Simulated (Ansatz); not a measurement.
Born–Oppenheimer molecular dynamics of CH$_{8}$Si$_{2}$ (11 atoms, charge 0, multiplicity 1). It goes on from the last frame of an earlier run, with new velocities.

Computed with Ansatz 0.2.0, RKS B3LYP/6-31G*.

```json
{"ensemble": "NVT, Nosé–Hoover chain", "time step": "0.5 fs", "steps asked": "250", "set temperature": "1000 K", "thermostat": "time constant 50 fs, chain length 3", "seed": "256387"}
```

Frames 2.5 fs apart, positions in Å.

Velocities at 10 fs (Å/ps):

```
Si 0.85 2.01 0.46
C -1.75 -1.51 -3.95
H 4.91 32.85 2.86
H 7.29 -18.65 -31.72
H 13.40 -32.43 14.99
Si -0.06 1.90 0.78
H -2.43 0.80 20.82
H -2.05 -19.26 26.10
H -36.42 -24.34 -33.23
H -1.41 -19.62 -13.10
H 15.56 -10.25 25.97
```

```xyz
11
Properties=species:S:1:pos:R:3 time_fs=10 energy_less_start_eV=0.619 T=475
Si -0.071 0.051 -0.005
C 0.034 -0.097 1.885
H -0.906 -0.111 2.383
H 0.430 -1.076 1.866
H 0.780 0.622 2.312
Si 2.172 0.093 -0.735
H 2.540 -1.438 -0.668
H 2.190 0.204 -2.168
H 3.222 0.888 -0.121
H -0.834 1.209 -0.605
H -1.020 -1.069 -0.129
11
Properties=species:S:1:pos:R:3 time_fs=12.5 energy_less_start_eV=0.763 T=356
Si -0.070 0.058 -0.004
C 0.034 -0.098 1.873
H -0.915 -0.027 2.405
H 0.457 -1.144 1.810
H 0.795 0.526 2.352
Si 2.171 0.094 -0.733
H 2.535 -1.403 -0.607
H 2.188 0.173 -2.145
H 3.156 0.857 -0.178
H -0.833 1.161 -0.633
H -0.975 -1.113 -0.093
11
Properties=species:S:1:pos:R:3 time_fs=15 energy_less_start_eV=0.570 T=524
Si -0.069 0.065 0.000
C 0.038 -0.099 1.860
H -0.925 0.038 2.431
H 0.452 -1.179 1.807
H 0.802 0.432 2.399
Si 2.165 0.088 -0.732
H 2.538 -1.325 -0.529
H 2.191 0.173 -2.209
H 3.183 0.920 -0.162
H -0.835 1.131 -0.656
H -0.915 -1.180 -0.116
11
Properties=species:S:1:pos:R:3 time_fs=17.5 energy_less_start_eV=0.484 T=607
Si -0.069 0.072 0.004
C 0.043 -0.105 1.849
H -0.892 0.065 2.425
H 0.386 -1.149 1.852
H 0.829 0.374 2.452
Si 2.157 0.078 -0.734
H 2.562 -1.263 -0.436
H 2.200 0.193 -2.288
H 3.241 1.031 -0.111
H -0.850 1.128 -0.678
H -0.830 -1.243 -0.192
11
Properties=species:S:1:pos:R:3 time_fs=20 energy_less_start_eV=0.516 T=591
Si -0.070 0.079 0.007
C 0.051 -0.109 1.845
H -0.845 0.060 2.398
H 0.284 -1.133 1.927
H 0.856 0.348 2.476
Si 2.150 0.071 -0.738
H 2.620 -1.258 -0.328
H 2.213 0.216 -2.311
H 3.239 1.113 -0.080
H -0.875 1.142 -0.688
H -0.717 -1.276 -0.307
11
Properties=species:S:1:pos:R:3 time_fs=22.5 energy_less_start_eV=0.292 T=794
Si -0.070 0.085 0.010
C 0.062 -0.108 1.848
H -0.854 0.058 2.387
H 0.183 -1.199 2.012
H 0.862 0.342 2.448
Si 2.146 0.066 -0.745
H 2.696 -1.276 -0.223
H 2.233 0.231 -2.259
H 3.150 1.132 -0.093
H -0.897 1.153 -0.672
H -0.587 -1.270 -0.442
11
Properties=species:S:1:pos:R:3 time_fs=25 energy_less_start_eV=0.355 T=756
Si -0.071 0.090 0.010
C 0.074 -0.111 1.858
H -0.901 0.086 2.389
H 0.097 -1.255 2.081
H 0.872 0.359 2.393
Si 2.143 0.062 -0.750
H 2.761 -1.262 -0.149
H 2.260 0.232 -2.175
H 2.997 1.103 -0.141
H -0.912 1.156 -0.626
H -0.460 -1.234 -0.583
11
Properties=species:S:1:pos:R:3 time_fs=27.5 energy_less_start_eV=0.511 T=637
Si -0.069 0.094 0.008
C 0.073 -0.126 1.875
H -0.910 0.142 2.371
H 0.043 -1.223 2.117
H 0.910 0.400 2.343
Si 2.142 0.056 -0.752
H 2.798 -1.196 -0.121
H 2.299 0.220 -2.147
H 2.850 1.096 -0.182
H -0.926 1.155 -0.555
H -0.356 -1.185 -0.717
11
Properties=species:S:1:pos:R:3 time_fs=30 energy_less_start_eV=0.445 T=708
Si -0.065 0.096 0.005
C 0.062 -0.145 1.896
H -0.864 0.226 2.335
H 0.037 -1.158 2.138
H 0.942 0.432 2.294
Si 2.139 0.048 -0.752
H 2.812 -1.101 -0.131
H 2.349 0.194 -2.208
H 2.776 1.193 -0.171
H -0.949 1.167 -0.473
H -0.296 -1.135 -0.833
11
Properties=species:S:1:pos:R:3 time_fs=32.5 energy_less_start_eV=0.554 T=633
Si -0.059 0.096 0.000
C 0.049 -0.155 1.914
H -0.817 0.336 2.314
H 0.070 -1.189 2.184
H 0.931 0.422 2.239
Si 2.136 0.040 -0.752
H 2.832 -1.035 -0.147
H 2.400 0.149 -2.284
H 2.751 1.346 -0.135
H -0.979 1.196 -0.389
H -0.289 -1.089 -0.919
11
Properties=species:S:1:pos:R:3 time_fs=35 energy_less_start_eV=0.796 T=441
Si -0.051 0.094 -0.006
C 0.035 -0.159 1.925
H -0.801 0.451 2.325
H 0.115 -1.258 2.253
H 0.915 0.385 2.192
Si 2.132 0.040 -0.753
H 2.886 -1.039 -0.139
H 2.436 0.087 -2.304
H 2.728 1.452 -0.125
H -1.002 1.228 -0.305
H -0.340 -1.044 -0.968
11
Properties=species:S:1:pos:R:3 time_fs=37.5 energy_less_start_eV=0.688 T=547
Si -0.044 0.089 -0.013
C 0.018 -0.167 1.931
H -0.780 0.514 2.351
H 0.138 -1.236 2.311
H 0.946 0.353 2.171
Si 2.132 0.047 -0.756
H 2.954 -1.079 -0.116
H 2.449 0.015 -2.248
H 2.691 1.461 -0.163
H -0.997 1.252 -0.225
H -0.446 -1.001 -0.977
```

Of the whole run (125 fs, mean temperature of the second half 905 K): The conserved energy stayed within 0.55 meV per atom of its start (net change 0.41 meV per atom), so the integration is sound. A run of 0.12 ps of so small a system gives no equilibrium averages.

Time of the run: 18 min on 1 thread of Intel(R) Xeon(R) Platinum 8259CL CPU @ 2.50GHz (Skylake/Cascade Lake), on a shared host, peak memory 0.15 GiB.
